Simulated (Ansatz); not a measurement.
# Scandium, hcp under revPBE: structure, energy and stiffness

What does revPBE give for scandium in the hcp structure? We relax it, solve it on a dense k-mesh, switch on spin-orbit coupling, then scale the cell to 7 volumes from 88 to 112 % of the relaxed one and try a fit of the equation of state. The k-meshes are 11×11×6 for the relaxation; 18×18×10 for the dense run; 11×11×6 for spin-orbit coupling; 18×18×10 for the volumes. It starts from a deposited cell (COD).

Method: DFT revPBE, plane waves (420 eV) with PAW, scalar-relativistic; PBE-made PAW files, in Ansatz 0.2.0.

### 1 The structure to begin with

It takes space group P6_3/mmc (No. 194, hexagonal). The conventional cell has a = 3.309 Å, b = 3.309 Å, c = 5.273 Å, α = 90.00°, β = 90.00°, γ = 120.00°. Sc (site symmetry -6m2) has 12 Sc at 3.26 to 3.31 Å as nearest neighbours.

As a file:

```
CELL_PARAMETERS angstrom
3.30900 0.00000 0.00000
-1.65450 2.86568 0.00000
0.00000 0.00000 5.27330
ATOMIC_POSITIONS crystal
Sc 0.33333 0.66667 0.25000
Sc 0.66667 0.33333 0.75000
```

### 2 Geometry optimisation

input.yaml

```yaml
crystal:
  lattice:
    - [3.3090008396, 0.0, 0.0]
    - [-1.6545004198, 2.8656787882, 0.0]
    - [0.0, 0.0, 5.2733]
  atoms:
    - { symbol: Sc, position: [0.3333333333, 0.6666666667, 0.25] }
    - { symbol: Sc, position: [0.6666666667, 0.3333333333, 0.75] }
hamiltonian:
  xc: revpbe
  pseudopotentials:
    kind: paw
    azcp:
      Sc: "pseudopotentials/Sc.paw.azcp"
basis:
  ecutwfc: 420
  fft_grid_basis: typed
kpoints:
  mp_grid: { grid: [11, 11, 6], shift: [0, 0, 0] }
magnetization:
  spin_polarized: false
scf:
  occupations: { method: fermi_dirac, width: 0.1 }
relax:
  max_steps: 60
  f_tol: 0.01
  cell: {}
```

The runs that follow: Single point on a dense mesh; A two-component run at the same geometry; At 88 % of the relaxed volume; At 92 % of the relaxed volume; At 96 % of the relaxed volume; At 100 % of the relaxed volume; At 104 % of the relaxed volume; At 108 % of the relaxed volume; At 112 % of the relaxed volume.

What does the calculation give? Wanted: space group; conventional cell; volume; shortest distance; gap on the mesh; V₀, B₀, B₀′.

**Answer**, as computed:

```
                      quantity                                   value
space group (spins left aside)                      P6_3/mmc (No. 194)
             conventional cell  a = 3.347 Å, c = 5.244 Å (c/a = 1.567)
                        volume                          25.438 Å³/atom
             shortest distance                                 3.257 Å
   against the measured volume                 +1.7 % (25.002 Å³/atom)
               gap on the mesh            none (levels filled in part)
                   V₀, B₀, B₀′             25.350 Å³/atom, 52 GPa, 3.4
```

Against experiment, revPBE misses the volume by +1.7 %. The deposited cell holds zero-point motion and, unless taken cold, thermal expansion, so the miss against a static lattice is larger still. Levels at the Fermi energy are filled in part, as in a metal. The total energy of the spin-orbit run (on a coarser mesh) lies -51 meV/atom from the scalar one; mesh and treatment of the core enter this figure, so it is no spin-orbit energy. The fitted modulus is 52 GPa; letting shape and positions relax at each volume could only lower it.
